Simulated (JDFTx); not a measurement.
Part of a log of JDFTx (a modified build) for F (SMILES [F-]), charge -1, multiplicity 1 (LDA, GBRV ultrasoft potentials, plane waves to 20/100 Ha):

```
unit cell volume = 4919.54
Chosen fftbox size, S = [  80  80  80  ]
unit cell volume = 4919.54
Chosen fftbox size, S = [  72  72  72  ]
  'F' pseudopotential, 'SLA  PZ   NOGX NOGC' functional
  7 valence electrons, 2 orbitals, 4 projectors, 799 radial grid points, with lMax = 1
Initialized 1 species with 1 total atoms.
Folded 1 k-points by 1x1x1 to 1 k-points.
nElectrons:   8.000000   nBands: 4   nStates: 1
average nbasis = 21079.000 , ideal nbasis = 21016.632
Correction to mu due to finite nuclear width = -0.0014118
   Cavity determined by nc: 0.00142 and sigma: 0.707107
   Nonlocal vdW cavity from gaussian model electron density with norm = 8 and sigma = 0.993594 bohr
   Charge asymmetry in cavity with sensitivity pCavity = 36.5 e-bohr/Eh
   Electrostatic cavity expanded by eta = 1.46 bohrs
   Weighted density cavitation model constrained by Nbulk: 0.0049383 bohr^-3, Pvap: 3.14029 kPa, Rvdw: 2.61727 bohr and sigmaBulk: 4.62e-05 Eh/bohr^2 at T: 298 K.
   Weighted density dispersion model using vdW pair potentials with single solvent site with sqrtC6eff: 0.77 SI.
[...]
	Linear fluid (dielectric constant: 78.4, screening length: 5.74355 Bohr) occupying 0.951125 of unit cell:	Completed after 15 iterations
[... later lines of the fluid solver are left out ...]
ElecMinimize: Iter:   0  Etot: -24.435587557574728  |grad|_K:  2.460e-04  alpha:  1.000e+00
ElecMinimize: Iter:   1  Etot: -24.443138841451507  |grad|_K:  2.372e-04  alpha:  1.451e+00  linmin: -3.417e-02
ElecMinimize: Iter:   2  Etot: -24.445306541115453  |grad|_K:  1.016e-04  alpha:  4.252e-01  linmin: -2.922e-02
[... lines cut ...]
ElecMinimize: Iter:   8  Etot: -24.446320687372104  |grad|_K:  2.079e-06  alpha:  7.939e-01  linmin:  5.484e-03
ElecMinimize: Iter:   9  Etot: -24.446320964100188  |grad|_K:  9.727e-07  alpha:  7.623e-01  linmin:  1.067e-02
ElecMinimize: Iter:  10  Etot: -24.446321014363644  |grad|_K:  4.815e-07  alpha:  6.349e-01  linmin:  2.183e-02
ElecMinimize: Iter:  11  Etot: -24.446321024620591  |grad|_K:  2.163e-07  alpha:  5.512e-01  linmin: -1.426e-01
ElecMinimize: Converged (|Delta Etot|<1.000000e-07 for 2 iters).

# Energy components:
   A_diel =       -0.0984505552105482
   Eewald =       -4.0872347315626572
       EH =       20.0109422718685472
     Eloc =      -47.9337309313204898
      Enl =        3.4676765250988559
      Exc =       -4.7881954826000017
       KE =        8.9840836801765835
  MuShift =       -0.0014118010708831
-------------------------------------
     Etot =      -24.4463210246205911


	eMin: -0.935544 at state 0 ( [ +0.000000 +0.000000 +0.000000 ] spin 0 )
	HOMO: -0.276981 at state 0 ( [ +0.000000 +0.000000 +0.000000 ] spin 0 )
```

Task: Which solvation model was used?
A. SCCS (cation parameters)
B. SCCS (anion parameters)
C. nonlinear PCM (GLSSA13)
D. CANDLE

Result: D, CANDLE. The liquid was water (dielectric constant 78.4), 1 M KCl.
